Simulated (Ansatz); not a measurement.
Consider the formal loss of a carbene: `CCNCS` → `[CH2]` (triplet) + `CNCS`.

Calculated with Ansatz (gas phase, PBE0-D4/def2-TZVP geometries, no zero-point term in ΔE). CBS: MP2 limit from def2 TZ/QZ plus the TZ coupled-cluster correction, frozen cores. This one scheme is used for every species. DFT in def2-TZVPP. B3LYP here is the variant with VWN-RPA as its local correlation; programs differ in this. Triplets are unrestricted, without spin–orbit coupling. Each species was taken in one conformer, which may not be the lowest.

`CCNCS`:

Z-matrix (Å, degrees):
```
C
C 1 1.523
H 1 1.093 2 112.0
H 1 1.093 2 110.7 3 -119.8
H 1 1.094 2 110.9 3 120.6
N 2 1.452 1 116.3 3 -62.3
H 2 1.094 1 109.5 3 176.0
H 2 1.096 1 109.7 3 59.9
C 6 1.438 2 114.8 1 64.0
H 6 1.013 2 111.3 1 -61.7
S 9 1.805 6 111.8 2 178.1
H 9 1.101 6 115.5 2 -63.9
H 9 1.093 6 108.7 2 56.5
H 11 1.343 9 95.9 6 -56.2
```

`[CH2]` (triplet):

```xyz
3

C     0.075   -0.246    0.100
H    -0.987   -0.178   -0.074
H     0.912    0.424   -0.025
```

`CNCS`:

Z-matrix (Å, degrees):
```
C
N 1 1.446
H 1 1.091 2 109.5
H 1 1.103 2 114.1 3 -121.5
H 1 1.093 2 109.5 3 117.8
C 2 1.436 1 113.1 3 177.7
H 2 1.012 1 111.3 3 53.7
S 6 1.819 2 108.1 1 175.4
H 6 1.101 2 114.7 1 -63.8
H 6 1.093 2 108.4 1 56.7
H 8 1.341 6 96.6 2 144.8
```

```tsv
level	ΔE (kJ/mol)	difference from CCSD(T)/CBS
PBE-D4	451.9	5.2
r2SCAN-D4	423.9	-22.8
PBE0-D4	444.0	-2.7
B3LYP-D4	437.8	-8.9
ωB97X-V	457.4	10.7
ωB97M-V	449.1	2.4
B2PLYP	435.5	-11.2
PBE	444.8	-1.9
r2SCAN	421.9	-24.8
PBE0	437.9	-8.8
B3LYP	426.8	-19.9
HF/def2-TZVPP	297.2	-149.5
MP2/def2-TZVPP	449.2	2.5
SCS-MP2/def2-TZVPP	448.6	1.9
CCSD/def2-TZVPP	424.5	-22.2
CCSD(T)/def2-TZVPP	436.1	-10.6
HF/def2-QZVPP	296.9	-149.8
MP2/def2-QZVPP	455.2	8.5
SCS-MP2/def2-QZVPP	456.0	9.3
HF/CBS(def2)	296.9	-149.8
MP2/CBS(def2)	459.8	13.1
CCSD/CBS(def2)	435.1	-11.6
CCSD(T)/CBS	446.7	0
```

Largest T1 diagnostic among the species: 0.011.

From PBE to PBE0 (25 % exact exchange), in def2-TZVPP and without D4, ΔE moves by −6.9 kJ/mol. In def2-TZVPP, CCSD(T) changes the Hartree–Fock value by +138.9 kJ/mol (the triples alone add +11.6 kJ/mol) and MP2 by +152.0 kJ/mol. The D4 term adds +11.0 kJ/mol with B3LYP and +6.1 kJ/mol with PBE0; it sums over pairs of atoms, weighted by their polarisabilities, and B3LYP, whose exchange is more repulsive, gets the larger term.
